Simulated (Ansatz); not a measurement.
Ansatz (a first-principles code) input (CCSD(T)/6-31G):

Ansatz 0.2 input:
```yaml
crystal:
  periodic: [false, false, false]
  atoms:
    - {symbol: N, position_ang: [-0.00536348, 0.01082114, 1.24195927]}
    - {symbol: C, position_ang: [0.00924693, 1.06740937, 0.41510040]}
    - {symbol: C, position_ang: [-0.01291185, -1.06001520, 0.43354086]}
    - {symbol: C, position_ang: [0.01130691, 0.67035162, -0.98668825]}
    - {symbol: C, position_ang: [-0.00283558, -0.68744301, -0.97491892]}
    - {symbol: H, position_ang: [0.01804177, 2.07833538, 0.79979338]}
    - {symbol: H, position_ang: [-0.02510476, -2.06408540, 0.83569978]}
    - {symbol: H, position_ang: [0.02192854, 1.33244179, -1.83739377]}
    - {symbol: H, position_ang: [-0.00615967, -1.36425639, -1.81401885]}
basis:
  gaussian:
    orbitals: 6-31G
magnetization: {spin_polarized: true, initial_magnetization: 1}
correlation: {method: ccsd_t, electrons: outside_noble_gas}
```

End of the output:

```
determinant -5661.56765308 eV, -208.0587737024 hartree, with singles and doubles -5674.03772566 eV, -208.5170404170 hartree
determinant -5661.46662192 eV, -208.0550608756 hartree, with singles and doubles -5674.19760233 eV, -208.5229157762 hartree
determinant -5660.50519046 eV, -208.0197289213 hartree, with singles and doubles -5673.36306292 eV, -208.4922470186 hartree
determinant -5660.49648090 eV, -208.0194088506 hartree, with singles and doubles -5673.37405578 eV, -208.4926509987 hartree
determinant -5662.69942336 eV, -208.1003654928 hartree, with singles and doubles -5675.32943098 eV, -208.5645097120 hartree
determinant -5662.69942459 eV, -208.1003655382 hartree, with singles and doubles -5675.33137676 eV, -208.5645812183 hartree
determinant -5662.69942336 eV, -208.1003654928 hartree, with singles and doubles -5675.33143138 eV, -208.5645832255 hartree
5 core orbitals not correlated
reference -5662.69942336 eV, -208.1003654928 hartree; 13, 12 occupied and 35, 36 virtual orbitals, 768 factors
second order -11.42740939 eV of doubles, -0.00000000 eV of singles
coupled cluster: 0.24 GiB planned
cycle   1  -12.63200565 eV  change    2.4e-6 eV  update   3.2e-6
coupled cluster: 0.25 GiB planned
perturbative correction -0.45052346 eV, -0.0165564319 hartree
Total energy: -5675.78195247 eV, -208.5811395701 hartree
```

It need not be the lowest isomer of its formula.

The determinant is spin-contaminated: <S^2> is 0.91 against 0.75 for a pure state.
